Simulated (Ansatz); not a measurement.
Ansatz (a program for electronic structure) input (wB97M-V/def2-TZVPP):

Ansatz 0.2 input:
```yaml
crystal:
  periodic: [false, false, false]
  atoms:
    - {symbol: P, position_ang: [0.00516854, -0.00153424, 0.11648047]}
    - {symbol: H, position_ang: [-0.05009241, 1.03292111, -0.85964720]}
    - {symbol: H, position_ang: [-0.02743573, -1.00990756, -0.88755990]}
basis:
  gaussian:
    orbitals: def2-TZVPP
hamiltonian:
  xc: {name: wB97M-V}
magnetization: {spin_polarized: true, initial_magnetization: 1}
accuracy: high
```

Output:

```
Functional definition: wB97M-V
integrals: 0.07 GiB planned
1083 factors; integrals over basis functions are off by at most 3.4e-9 eV
integrals: 0.11 GiB planned
200 factors; integrals over basis functions are off by at most 2.1e-9 eV
mean field: 0.50 GiB planned
mean field evaluation 1: about -9319.2336 eV, gradient 4.0e0 eV
mean field evaluation 2: about -9319.3491 eV, gradient 1.3e0 eV
mean field evaluation 4: about -9319.3768 eV, gradient 5.3e-1 eV
mean field evaluation 8: about -9319.3787 eV, gradient 9.5e-3 eV
mean field evaluation 16: about -9319.3787 eV, gradient 8.7e-6 eV
mean field -9319.37871621 eV, -342.4808509190 hartree, gradient 3.8e-8 eV, S^2 0.752814; 0 other end points of the search recorded, 0 dependent functions left out
reference -9319.37871922 eV, -342.4808510295 hartree; 9, 8 occupied and 61, 62 virtual orbitals, 1083 factors
Total energy: -9319.37871922 eV, -342.4808510295 hartree
```
